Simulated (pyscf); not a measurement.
## •C≡CH (SMILES [C]#C), doublet

Gas-phase minimum from PySCF at ωB97X-D3(BJ)/def2-SVP, one conformer. 

```
C
C 1 1.2113
H 1 1.0778 2 180.00
```
Charge 0, spin multiplicity 2.

Properties at ωB97X-D3(BJ)/def2-SVP:

| Property | Value |
|---|---|
| Harmonic wavenumbers, unscaled | 579, 585, 2126, 3470 cm⁻¹ |
| Zero-point energy | 9.7 kcal/mol |
| Rotational symmetry number | 1 |
| Entropy of this conformer at 298 K and 1 atm, rigid rotor and harmonic oscillator, modes under 100 cm⁻¹ raised to 100 | 208.2 J/(mol K) |
| Dipole moment | 0.77 D |
| Spin expectation value S2 | 0.776 |

Single-point totals, which compare only within one level (frozen core for MP2 and CC):

| level | total energy (hartree) |
|---|---|
| ωB97X-D3(BJ)/def2-TZVP | -76.66203 |
| PBE/def2-TZVP | -76.53244 |
| r²SCAN/def2-TZVP | -76.58982 |
| B3LYP-D3(BJ)/def2-TZVP | -76.64058 |
| PBE0-D3(BJ)/def2-TZVP | -76.53670 |
| M06-2X/def2-TZVP | -76.60696 |
| ωB97M-D3(BJ)/def2-TZVP | -76.65894 |
| UHF/def2-TZVPP | -76.17967 |
| MP2/def2-TZVPP | -76.41914 |
| CCSD/def2-TZVPP | -76.45418 |
| CCSD(T)/def2-TZVPP | -76.46888 |

The CCSD(T) − MP2 part came from Ansatz, without density fitting, on the same reference. An open-shell T1 diagnostic exceeds 0.045. A UHF reference is spin-contaminated (<S²> up to 1.15), which harms MP2 most. C₂H has a Π state close over its Σ ground state, and the state reached was not checked.
